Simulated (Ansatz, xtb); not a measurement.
**Relative energy of two isomers of C4H6FN**

We compare a, `C=C/C=C(/N)F`, a singlet, with b, `C=C(F)/C=C\N`, a singlet. Both are isolated molecules in the gas phase, relaxed with B3LYP/def2-SVP; the shapes shown needn't be the lowest conformers.

a (Å):

```xyz
12

C     0.7997   -0.1486   -1.0281
C     0.1269    0.5015   -0.0606
C    -0.1775   -0.0327    1.2531
C    -0.8567    0.6426    2.2067
F    -1.3510    1.8656    1.9584
N    -1.0925    0.2787    3.5119
H     1.1797   -1.1647   -0.8806
H     0.9909    0.3176   -1.9973
H    -0.2320    1.5173   -0.2592
H     0.1699   -1.0388    1.5049
H    -0.8887   -0.6869    3.7429
H    -1.9688    0.6159    3.9007
```

b (Å):

```yaml
atoms:
  - { symbol: C, position_ang: [-2.2876, -0.8903, 1.8962] }
  - { symbol: C, position_ang: [-1.2271, -0.4969, 1.1734] }
  - { symbol: C, position_ang: [0.1766, -0.6117, 1.5057] }
  - { symbol: C, position_ang: [1.2365, -0.2174, 0.7469] }
  - { symbol: F, position_ang: [-1.4707, 0.0973, -0.0331] }
  - { symbol: N, position_ang: [1.2376, 0.3235, -0.5065] }
  - { symbol: H, position_ang: [-3.3005, -0.7365, 1.5226] }
  - { symbol: H, position_ang: [-2.1425, -1.3678, 2.8651] }
  - { symbol: H, position_ang: [0.3964, -1.0675, 2.4720] }
  - { symbol: H, position_ang: [2.2383, -0.3726, 1.1606] }
  - { symbol: H, position_ang: [2.0785, 0.7655, -0.8493] }
  - { symbol: H, position_ang: [0.3589, 0.6111, -0.9179] }
```

Quicker runs give these differences E(b) − E(a): GFN2-xTB −0.37 kcal/mol; HF/STO-3G +2.68 kcal/mol (at GFN2-xTB geometries); r2SCAN-D4/def2-SVP −1.49 kcal/mol (at GFN2-xTB geometries).

Task: Estimate which is lower in electronic energy at CCSD(T)/def2-SVP + ΔMP2/def2-TZVPP, and by roughly how much.

Result: CCSD(T)/def2-SVP + ΔMP2/def2-TZVPP gives E(b) − E(a) = −0.05 kcal/mol, slightly favouring structure b, which is too small a margin to settle the true order.

How the difference moves with the method:

```tsv
level	geometry	E(b) − E(a) (kcal/mol)	departure from the last row (kcal/mol)	job, with rough time for the two
GFN2-xTB	GFN2-xTB	−0.37	−0.31	optimisation, 0.1 s
HF/STO-3G	GFN2-xTB	+2.68	+2.74	single point, 0.32 s
r2SCAN-D4/def2-SVP	GFN2-xTB	−1.49	−1.44	single point, 4.4 s
B3LYP/def2-SVP	B3LYP/def2-SVP	−1.22	−1.17	optimisation, 52 s
HF/def2-SVP	B3LYP/def2-SVP	+0.74	+0.79	part of the CCSD(T) run
MP2/def2-SVP	B3LYP/def2-SVP	+0.48	+0.53	part of the CCSD(T) run
CCSD(T)/def2-SVP	B3LYP/def2-SVP	+0.47	+0.52	single point
CCSD(T)/def2-SVP + ΔMP2/def2-TZVPP	B3LYP/def2-SVP	−0.05		single point, 61 s
```

As drawn, both hold the same kinds of bond in the same numbers.

The largest departure from CCSD(T)/def2-SVP + ΔMP2/def2-TZVPP is that of HF/STO-3G, 2.74 kcal/mol. The last row adds to CCSD(T) the change of the MP2 difference between the two basis sets, here −0.52 kcal/mol.

With thermal terms from frequencies at re-optimised GFN2-xTB minima (ideal gas, soft modes damped towards free rotors, one conformer each, 298.15 K, 1 atm): the zero-point term adds +0.21 kcal/mol; ΔH is +0.07 and ΔG +0.23 kcal/mol.

The correlated steps freeze 6 core orbitals. Programs: Ansatz 0.2.0, xtb 6.7.1; the last row on 2 threads of Arm Neoverse V2 on a shared host.
